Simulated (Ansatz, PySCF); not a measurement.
This PySCF input computes a CCSD(T)/cc-pVDZ energy:

```python
from pyscf import gto, scf, mp, cc as ccmod

mol = gto.M(
    atom='''
    O     1.18305207    0.34569777    0.00221414
    C    -0.01560079    0.64877161   -0.00691488
    C    -0.95954357   -0.64362375    0.00203245
    H    -0.38234312   -1.58832861    0.01484689
    H    -1.61996547   -0.59478565    0.87932223
    H    -1.61124183   -0.61335505   -0.88258769
    ''',
    basis='cc-pvdz',
    charge=-1,
    spin=0,
    verbose=4,
)

mf = scf.RHF(mol)
mf.conv_tol = 1e-10
mf.max_cycle = 100
mf.kernel()
mp2 = mp.MP2(mf, frozen=3).run()
cc = ccmod.CCSD(mf, frozen=3)
cc.max_cycle = 100
cc.kernel()
et = cc.ccsd_t()
print(f'E(CCSD(T)) = {cc.e_tot + et:.9f}')
```

Write an input for the same energy in Ansatz (an electronic-structure program) and say what it gives.


Ansatz 0.2 input:
```yaml
crystal:
  periodic: [false, false, false]
  atoms:
    - {symbol: O, position_ang: [1.18305207, 0.34569777, 0.00221414]}
    - {symbol: C, position_ang: [-0.01560079, 0.64877161, -0.00691488]}
    - {symbol: C, position_ang: [-0.95954357, -0.64362375, 0.00203245]}
    - {symbol: H, position_ang: [-0.38234312, -1.58832861, 0.01484689]}
    - {symbol: H, position_ang: [-1.61996547, -0.59478565, 0.87932223]}
    - {symbol: H, position_ang: [-1.61124183, -0.61335505, -0.88258769]}
basis:
  gaussian:
    orbitals: cc-pVDZ
total_charge: -1
magnetization: {spin_polarized: false}
correlation: {method: ccsd_t, electrons: outside_noble_gas}
```
It gives -152.75575 Eh, and PySCF -152.75575 Eh, a difference of 0.00 mEh.

It need not be the lowest isomer of its formula. Whether it binds its extra electron was not tested at this geometry.
